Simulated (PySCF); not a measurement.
NMR data simulated for an unnamed compound:

¹H NMR (500 MHz, computed): δ 7.06 (br s, 1H), 6.74 (q, J = 6.3 Hz, 1H), 1.95 (d, J = 6.3 Hz, 3H).

¹³C{¹H} NMR (computed): δ 148.2 (CH), 12.5 (CH3).

No solvent, non-relativistic Hamiltonian, a single conformation, fast rotation and ring inversion assumed for equivalent nuclei. PBE0/pcSseg-1 with gauge-including orbitals; GFN2-xTB geometry; spin–spin couplings from B3LYP/pcJ-1; PySCF 2.14.0 with density-fitted response routines.

Shifts are taken against calculated references (same method and geometry level): ¹H (σ = 31.72 ppm) and ¹³C (σ = 186.93 ppm) vs TMS.

Which of these does the molecule contain: a benzene ring, an S-methyl group, an OH group, a CH3CH2 unit?

## Answers


- A benzene ring: no.
- An S-methyl group: no.
- An OH group: yes (δH 7.06 (br s)).
- A CH3CH2 unit: no.

The data belong to (Z)-acetaldoxime (C/C=N\O, C2H5NO); they needn't prove each group on their own.

Carbon signals by region: 1 in the sp2 and nitrile region (100–160 ppm), 1 below 50 ppm.

OH and NH positions are those of a molecule without intermolecular hydrogen bonds; in solution they move with solvent, concentration and temperature, and exchange usually removes their couplings. Multiplet labels drop couplings under 1 Hz and merge nearly equal ones. Unscaled 3J(H,H) at this level run about 10 % above measured values. Shifts are as computed. Against solution values, carbons near 30 ppm lie about +3 ppm off and those near 130 ppm about +5 ppm. Of 1211 compounds with measured shifts, 218 miss one by over three times the rms of a fit or turn the order of signals round; such compounds aren't used in these exercises.
